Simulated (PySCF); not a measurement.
# How far each method lies from RCCSDT for BCl, quintet

Geometry: that of the BCl, triplet, kept fixed. The triplet lies 6.0 eV lower here.

```xyz
2

B     0.0000    0.0000    0.0000
Cl    0.0000    0.0000    1.6966
```

Basis cc-pVDZ; PySCF 2.14.0. Only valence electrons are correlated (noble-gas cores frozen), which leaves 10 electrons in 26 orbitals. R marks a restricted (for open shells ROHF) determinant, U an unrestricted one.

Full CI isn't at hand for all of this; RCCSDT serves as the reference. It lacks quadruple excitations, which often exceed the step from CCSD(T) to CCSDT. The frozen core follows each run's orbitals, which can shift R against U totals by a few meV.

* UHF ⟨S²⟩: 6.009
* T1 diagnostic (ROHF- or RHF-based CCSD): 0.0139
* largest doubles amplitude (ROHF- or RHF-based CCSD): 0.045
* T1 diagnostic (UCCSD): 0.0094

```
   level  E − E(RCCSDT) (kJ/mol)  share of correlation (%)  wall time
     RHF                   450.5                      0.00          –
     UHF                   436.8                      3.02          –
    RMP2                    67.4                     85.05          –
    UMP2                    69.3                     84.62          –
   RCCSD                     8.9                     98.02          –
   UCCSD                     8.6                     98.09          –
RCCSD(T)                     1.3                     99.72     0.68 s
UCCSD(T)                     1.1                     99.75      0.6 s
  UCCSDT                    -0.1                    100.03       46 s
```

The correlation energy at RCCSDT, counted from RHF, is -4.669 eV. That run took 50 s on 1 thread of Arm Neoverse V1, shared host.

Times are those of the correlated step on a shared host, with one SCF added for the restricted CCSD run; they ran on 1 thread of Arm Neoverse V1.
